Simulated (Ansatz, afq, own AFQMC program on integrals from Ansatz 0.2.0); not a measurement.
**Where AFQMC and coupled cluster stand for CH₃⁺, singlet**

```yaml
atoms:
  - { symbol: C, position_ang: [0.0000, 0.0000, 0.0000] }
  - { symbol: H, position_ang: [0.9521, 0.0121, -0.0002] }
  - { symbol: H, position_ang: [-0.4866, 0.8185, -0.0024] }
  - { symbol: H, position_ang: [-0.4656, -0.8306, 0.0026] }
```

Basis cc-pVDZ. Noble-gas cores (and the filled d shells of Ga–Kr and In–Xe) are frozen. Ansatz 0.2.0 and our own AFQMC program on the same integrals; the CISD trial comes from CCSD amplitudes, and released means the phaseless constraint is let go. Free AFQMC starts from the CCSD state and is never constrained. Its projection time is finite, and what remains of the start isn't in its error. ± is one standard error of the sampling.

Determinant: RHF, the one that the program's search chose, which needn't be the lowest solution. The geometry is a point of a scan.

Full CI on the same integrals is exact in this basis and with this determinant's frozen core.

```
T1 diagnostic                               : 0.0039
weight of the determinant in the CISD state : 0.956
size of the correlated space                : 6 electrons in 28 orbitals
```

```
  level  correlation energy (eV)
    MP2                  -2.7031
   CCSD                  -3.2945
CCSD(T)                  -3.3338
```

Q: Estimate where full CI lies against CCSD(T) on the same integrals.

A: 0.8 kJ/mol below CCSD(T).

Reference: full CI, correlation energy -3.342 eV. The released energy is read at 2.40 1/Eh (meV from the phaseless value at times in 1/Eh: -1.1 ± 0.5 at 0.24, -1.2 ± 0.5 at 0.51, -1.0 ± 0.4 at 0.99, -1.5 ± 0.6 at 1.62, -1.1 ± 0.5 at 2.40).

```csv
level,E − E(reference) (kJ/mol),share of correlation (%)
CCSD(T),0.8,99.75
CCSDT,0.1,99.96
CCSDT(Q),0.0,99.99
CCSDTQ,0.0,100.00
ph-AFQMC/HF,-2.3 ± 1.5,100.72
ph-AFQMC/CISD,0.1 ± 0.07,99.96
released AFQMC,0.0 ± 0.05,99.99
free AFQMC,-0.1 ± 0.08,100.04
```

CCSDT and higher add their correlation energy to the determinant of the CCSD(T) run, since their own runs factorise the integrals more tightly (a shift of under 2 meV). Free projections are given only where their last times agree within the noise and don't stop above the reference; a slow remainder of the start can still hide under it. A walk keeps the symmetry of its determinant, which the program's search chose and which needn't be the lowest solution, so a lower state of the same spin and another symmetry isn't excluded. Released energies are given only where the last usable release times agree within the noise; a slower fall can still hide under it.
